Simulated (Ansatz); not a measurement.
Basis-set extrapolation for CH3FSi (`C[Si]F`) (PBE0-D4/def2-TZVP geometry, frozen core, the Gaussian-basis code of Ansatz). Multiplicity 1, RHF reference.

```
                      def2-TZVPP   def2-QZVPP
                 HF  -428.077560  -428.093510
    MP2 correlation    -0.528530    -0.572267
CCSD(T) correlation    -0.574648    -0.615332
```

Energies in hartree. Use E(X) = E(∞) + A·exp(−7.88·√X) for Hartree–Fock and E(X) = E(∞) + B·X^(−2.97) for correlation, with X = 3 and 4.

**Question.** What is the CCSD(T) energy at the basis-set limit?

**Answer.** HF limit: -428.093510 + (-0.015950) × 0.13774 = -428.09571. Correlation limit: -0.615332 + (-0.040684) × 0.74074 = -0.64547. Total: -428.74118 hartree, 233.6 kJ/mol below CCSD(T)/def2-TZVPP.
